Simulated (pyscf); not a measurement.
A first-order saddle from PySCF, ωB97X-D3(BJ)/def2-SVP:

```
P
H 1 1.4086
H 1 1.4393 2 100.79
H 1 1.6273 2 93.63 3 160.01
Ge 4 1.8944 1 80.96 2 105.42
H 5 1.5498 4 95.36 1 95.42
H 5 1.5578 6 107.34 4 165.90
```
Charge 0, spin multiplicity 1.

Surface: singlet, charge 0. Lowest wavenumbers (cm⁻¹): 1261i, 303, 408, 441, 603.

**Question.** What reaction is this the transition state of?

**Answer.** `[PH2][GeH3]` ⇌ `[PH3]` + `[GeH2]` [singlet], a 1,1-elimination read from left to right: Ge–P, Ge–H broken and H–P formed. At CCSD(T)/def2-TZVPP + ΔMP2(QZVPP) it lies +64.3 kcal/mol from the left side and +18.1 kcal/mol from the right (each side as separated species at their lowest minima found). On the product side the descent ends in an adduct with a Ge–P contact, 26.8 kcal/mol under the separated species and 45.3 kcal/mol under the saddle at ωB97X-D3(BJ)/def2-TZVP. What is counted as broken (Ge–P) persists as a longer contact in the product adduct; parting that adduct is a step of its own. At ωB97X-D3(BJ) the barrier from the zero used here is 69.2 kcal/mol. The same reactants have a lower exit, to H₂P–GeH: [singlet] + H₂ (barrier +53.2 kcal/mol at ωB97M-D3(BJ), against +67.2 kcal/mol here). One saddle was located; it need not be the lowest between these sides. The CCSD(T) − MP2 part came from Ansatz, without density fitting, on the same reference. The frozen core leaves the outer d or s,p core shells of the metals and heavy elements correlated in the MP2 and CC values, and def2-TZVPP describes them poorly, which can shift differences by a few kcal/mol. Elements up to Kr have no core potential and no relativistic terms here.
